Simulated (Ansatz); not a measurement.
# C₃H₅NO: small, medium and large basis sets

An exercise on one series of results from a longer session: the logs are not shown, and one member is left open.

Computed with Ansatz 0.2.0, Gaussian basis. Level: one geometry, several basis sets.

Levels to be run: PBE0-D4/def2-SVP; ωB97M-V/def2-SVP; PBE0-D4/def2-QZVPP; ωB97M-V/def2-QZVPP; the functionals' def2-TZVPP values are taken from earlier runs.

### The relaxed structure

All runs share one geometry, relaxed beforehand with PBE0-D4 in a triple-zeta def2 set.

SMILES `CC1(O)C=N1`, 10 atoms, charge 0, spin multiplicity 1.

Atoms are counted from 1 here; the program's logs count them from 0.

Bond lengths: C1–C2 1.494 Å, C1–H6 1.092 Å, C1–H7 1.089 Å, C1–H8 1.092 Å, C2–O3 1.388 Å, C2–C4 1.434 Å, C2–N5 1.494 Å, O3–H9 0.962 Å, C4–N5 1.262 Å, C4–H10 1.086 Å. Angles: C2–C1–H6 110.4°, C2–C1–H7 110.6°, C2–C1–H8 109.7°, H6–C1–H7 109.0°, H6–C1–H8 108.1°, H7–C1–H8 109.1°, C1–C2–O3 110.2°, C1–C2–C4 125.2°, C1–C2–N5 120.0°, O3–C2–C4 121.0°, O3–C2–N5 116.9°, C4–C2–N5 51.0°, C2–O3–H9 108.7°, C2–C4–N5 67.0°, C2–C4–H10 155.5°, N5–C4–H10 137.3°, C2–N5–C4 62.0°.

The first run:

in.yaml reads:

```yaml
crystal:
  periodic: [false, false, false]
  atoms:
    - {symbol: C, position_ang: [-0.948581, -0.701634, 0.470874]}
    - {symbol: C, position_ang: [0.269155, 0.008696, -0.022404]}
    - {symbol: O, position_ang: [1.361103, -0.302450, 0.775480]}
    - {symbol: C, position_ang: [0.264037, 1.185430, -0.842204]}
    - {symbol: N, position_ang: [0.519306, 0.133087, -1.490073]}
    - {symbol: H, position_ang: [-1.174048, -0.401636, 1.496455]}
    - {symbol: H, position_ang: [-1.806113, -0.475818, -0.161443]}
    - {symbol: H, position_ang: [-0.773675, -1.779974, 0.464290]}
    - {symbol: H, position_ang: [2.157444, 0.031134, 0.351939]}
    - {symbol: H, position_ang: [0.214372, 2.252063, -1.039914]}
basis:
  gaussian: {orbitals: def2-SVP}
hamiltonian: {xc: pbe0, dispersion: d4}
output: {orbitals: {seedname: orbitals}}
```

Run with:

```sh
ansatz run in.yaml --threads 2 --pin off --events-out ev --progress --plain --max-ram 4352MiB
```

Among the steps run: PBE0-D4 in def2-SVP; ωB97M-V in def2-SVP; PBE0-D4 in def2-QZVPP; ωB97M-V in def2-QZVPP.

One table of the session follows, with a row left open; its other results are not shown here.

It belongs to the step «Functionals by basis». 

```
functional       basis  HOMO (eV)
   PBE0-D4    def2-SVP          ?
   PBE0-D4  def2-TZVPP      -7.09
   PBE0-D4  def2-QZVPP      -7.14
   ωB97M-V    def2-SVP      -9.23
   ωB97M-V  def2-TZVPP      -9.41
   ωB97M-V  def2-QZVPP      -9.45
```

**Question.** Estimate the row for PBE0-D4, def2-SVP.

The run gave: HOMO (eV): -6.94. In the column «HOMO (eV)» it is the highest.
